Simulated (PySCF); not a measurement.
Molecule: `C1COC1`, C₃H₆O.

Mapped SMILES: `[CH2:1]1[CH2:2][O:3][CH2:4]1`. Each H is labelled by its parent atom.

Geometry PBE0-D3(BJ)/def2-SVP throughout; GIAO in PySCF 2.14, gas phase, one conformer, non-relativistic; equivalent atoms averaged; basis pcSseg-2.

Problem. How do the shifts δ (against TMS, H2O at the same level) depend on the functional? (ppm; last column core-seconds on shared hosts with different chips, so compare them loosely; the GGAs took longer than the global hybrids here, which isn't the general rule, and the cause wasn't traced)

Solution. 
| functional | kind | C2/C4 | C1 | O3 | H(C2)/H(C4) | H(C1) | core-s |
| --- | --- | --- | --- | --- | --- | --- | --- |
| HF | Hartree–Fock | 67.3 | 23.2 | -10.7 | 4.34 | 2.42 | 9.9 |
| LDA | LDA | 79.7 | 21.7 | 16.7 | 5.02 | 2.65 | 22 |
| PBE | GGA | 78.4 | 23.7 | 22.9 | 4.91 | 2.63 | 27 |
| BLYP | GGA | 79.8 | 25.0 | 28.9 | 4.95 | 2.66 | 29 |
| BP86 | GGA | 78.2 | 23.8 | 20.6 | 4.88 | 2.61 | 29 |
| OPBE | GGA | 75.8 | 23.8 | 22.3 | 4.79 | 2.59 | 29 |
| KT2 | GGA | 77.5 | 25.0 | 25.5 | 4.94 | 2.71 | 32 |
| KT3 | GGA | 76.7 | 25.9 | 30.4 | 4.86 | 2.69 | 33 |
| B97-D | GGA | 77.6 | 24.9 | 24.7 | 4.86 | 2.63 | 30 |
| B3LYP | global hybrid | 76.9 | 24.4 | 17.9 | 4.77 | 2.59 | 21 |
| PBE0 | global hybrid | 75.1 | 23.2 | 10.8 | 4.70 | 2.55 | 20 |
| mPW1PW91 | global hybrid | 75.1 | 23.5 | 11.1 | 4.67 | 2.54 | 20 |
| WP04 | global hybrid | 76.7 | 26.1 | 20.8 | 4.42 | 2.44 | 17 |
| B97-2 | global hybrid | 74.8 | 23.9 | 13.5 | 4.68 | 2.55 | 18 |
| BHandHLYP | global hybrid | 73.2 | 23.8 | 5.8 | 4.59 | 2.53 | 16 |
| CAM-B3LYP | range-separated hybrid | 75.7 | 23.6 | 10.3 | 4.73 | 2.58 | 21 |
| wB97X-D | range-separated hybrid | 74.2 | 23.1 | 4.9 | 4.61 | 2.50 | 21 |
| LC-wPBE | range-separated hybrid | 73.2 | 22.2 | -0.8 | 4.56 | 2.48 | 26 |

Problem. Which nucleus moves most, in ppm?

Solution. O3 (ether oxygen): from -10.7 ppm with HF to 30.4 ppm with KT3. The smallest spread is 0.29 ppm, at H(C1). Proton shifts span only some 12 ppm, so a few tenths of a ppm matter as much there as several ppm in carbon.
